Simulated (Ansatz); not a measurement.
# ClH5OSi: a short trajectory

The task is to watch the atoms for 40 steps of 0.5 fs, started with velocities for 500 K and run at constant energy, and see to which side of the barrier the system falls.

Method: PBE0-D4/def2-SVP; program: Ansatz 0.2.0, Gaussian basis.

## (1) The system as given

The start, a first-order saddle point found at PBE0-D4 in triple zeta: 8 atoms, charge 0, spin multiplicity 1.

Atoms are counted from 1 here; the program's logs count them from 0.

Bond lengths: Si1–O2 1.857 Å, Si1–H3 1.509 Å, Si1–H4 1.473 Å, Si1–H5 1.477 Å, O2–H6 1.011 Å, O2–H8 0.965 Å. Angles: O2–Si1–H3 86.6°, O2–Si1–H4 115.3°, O2–Si1–H5 119.5°, H3–Si1–H4 103.1°, H3–Si1–H5 101.7°, H4–Si1–H5 120.5°, Si1–O2–H6 100.1°, Si1–O2–H8 118.3°, H6–O2–H8 116.7°.

Coordinates:

```mol
ClH5OSi
  3D, bonds by distance, orders not assigned

  8  6  0  0  0  0  0  0  0  0999 V2000
   -0.4846   -0.1996   -0.5269 Si  0  0
    0.7311   -0.3005    0.8735 O   0  0
   -1.0524   -1.4981   -0.0093 H   0  0
    0.0480   -0.5704   -1.8493 H   0  0
   -1.6483    0.7028   -0.4149 H   0  0
    1.1297    0.6280    0.8293 H   0  0
    0.8640    1.8321   -0.6384 Cl  0  0
    0.4124   -0.5943    1.7360 H   0  0
  1  2  8  0
  1  3  8  0
  1  4  8  0
  1  5  8  0
  2  6  8  0
  2  8  8  0
M  END
```

## (2) Dynamics

Input file md/in.yaml:

```yaml
crystal:
  periodic: [false, false, false]
  atoms:
    - {symbol: Si, position_ang: [-0.484577, -0.199591, -0.526897]}
    - {symbol: O, position_ang: [0.731116, -0.300463, 0.873534]}
    - {symbol: H, position_ang: [-1.052381, -1.498139, -0.009283]}
    - {symbol: H, position_ang: [0.048027, -0.570427, -1.849333]}
    - {symbol: H, position_ang: [-1.648276, 0.702828, -0.414862]}
    - {symbol: H, position_ang: [1.129733, 0.627973, 0.829267]}
    - {symbol: Cl, position_ang: [0.864008, 1.832094, -0.638444]}
    - {symbol: H, position_ang: [0.412450, -0.594276, 1.736018]}
basis:
  gaussian: {orbitals: def2-SVP}
hamiltonian: {xc: pbe0, dispersion: d4}
md: {n_steps: 40, timestep: 0.5, temperature: 500, ensemble: nve, seed: 135, initial_velocities: maxwell_boltzmann}
```

Launch:

```console
$ ansatz run in.yaml --threads 2 --pin off --events-out ev --progress --plain --max-ram 4352MiB
```

What does the calculation give? Wanted: temperature at the start; mean temperature, second half; lowest and highest potential energy, from the first frame; largest change of potential + kinetic.

The runs gave:

```
                                                 quantity              value
                                                   length  40 steps, 20.0 fs
                                 temperature at the start              500 K
                            mean temperature, second half              243 K
lowest and highest potential energy, from the first frame      0 and 276 meV
                    largest change of potential + kinetic            3.1 meV
```

**Reading.** By the last frame it has moved towards the side where Si1–Cl7, O2–H6 form. With no thermostat the total energy should stay fixed; it holds within 3.1 meV, small beside the kinetic energy, so the time step serves. With 8 atoms the instant temperature spans 148 to 500 K.
